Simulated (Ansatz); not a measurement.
**CH6AlB: small, medium and large basis sets**

One table from this session's results is given with a row withheld; the runs are named, their logs left out.

Computed with Ansatz 0.2.0, Gaussian basis. Level: one geometry, several basis sets.

The runs, in order: PBE0-D4/def2-SVP; ωB97M-V/def2-SVP; PBE0-D4/def2-QZVPP; ωB97M-V/def2-QZVPP; the functionals' def2-TZVPP values are taken from earlier runs.

1 further run of the same task is left out (it didn't finish).

## Structure used throughout

The geometry comes from an earlier relaxation with PBE0-D4 in a triple-zeta def2 set; it is a stationary point, not always the lowest conformer.

SMILES `B[CH2][AlH2]`, 9 atoms, charge 0, spin multiplicity 1.

Atoms are counted from 1 here; the program's logs count them from 0.

Bond lengths: B1–C2 1.509 Å, B1–H4 1.200 Å, B1–H5 1.200 Å, C2–Al3 1.984 Å, C2–H6 1.095 Å, C2–H7 1.095 Å, Al3–H8 1.584 Å, Al3–H9 1.584 Å. Angles: C2–B1–H4 120.7°, C2–B1–H5 120.7°, H4–B1–H5 118.3°, B1–C2–Al3 103.5°, B1–C2–H6 116.8°, B1–C2–H7 116.8°, Al3–C2–H6 101.7°, Al3–C2–H7 101.7°, H6–C2–H7 113.1°, C2–Al3–H8 119.3°, C2–Al3–H9 119.3°, H8–Al3–H9 121.2°.

The first run:

The input, in.yaml:

```yaml
crystal:
  periodic: [false, false, false]
  atoms:
    - {symbol: B, position_ang: [-0.482513, 0.634044, -1.143456]}
    - {symbol: C, position_ang: [0.717750, 0.177661, -0.350252]}
    - {symbol: Al, position_ang: [-0.084389, -0.692779, 1.241899]}
    - {symbol: H, position_ang: [-1.012473, -0.100052, -1.931538]}
    - {symbol: H, position_ang: [-0.987780, 1.702110, -0.931846]}
    - {symbol: H, position_ang: [1.331475, 0.958360, 0.110120]}
    - {symbol: H, position_ang: [1.309477, -0.639017, -0.775500]}
    - {symbol: H, position_ang: [-0.363952, -2.251459, 1.214886]}
    - {symbol: H, position_ang: [-0.339195, 0.164935, 2.548688]}
basis:
  gaussian: {orbitals: def2-SVP}
hamiltonian: {xc: pbe0, dispersion: d4}
output: {orbitals: {seedname: orbitals}}
```

Command:

```
$ ansatz run in.yaml --threads 2 --pin off --events-out ev --progress --plain --max-ram 4352MiB
```

Among the steps run: PBE0-D4 in def2-SVP; ωB97M-V in def2-SVP; PBE0-D4 in def2-QZVPP; ωB97M-V in def2-QZVPP.

One of the session's tables, all rows but one given; the rest of the session is left out.

It belongs to the step «Functionals by basis». 

| functional | basis | HOMO (eV) | LUMO (eV) |
| --- | --- | --- | --- |
| PBE0-D4 | def2-SVP | ? | ? |
| PBE0-D4 | def2-TZVPP | -8.32 | -2.05 |
| PBE0-D4 | def2-QZVPP | -8.32 | -2.06 |
| ωB97M-V | def2-SVP | -10.48 | -0.25 |
| ωB97M-V | def2-TZVPP | -10.50 | -0.34 |
| ωB97M-V | def2-QZVPP | -10.50 | -0.43 |

Q: Estimate the row for PBE0-D4, def2-SVP from the others.

As computed: HOMO (eV): -8.33; LUMO (eV): -2.04. In the column «HOMO (eV)» it lies between ωB97M-V, def2-SVP (-10.48) and PBE0-D4, def2-TZVPP (-8.32).
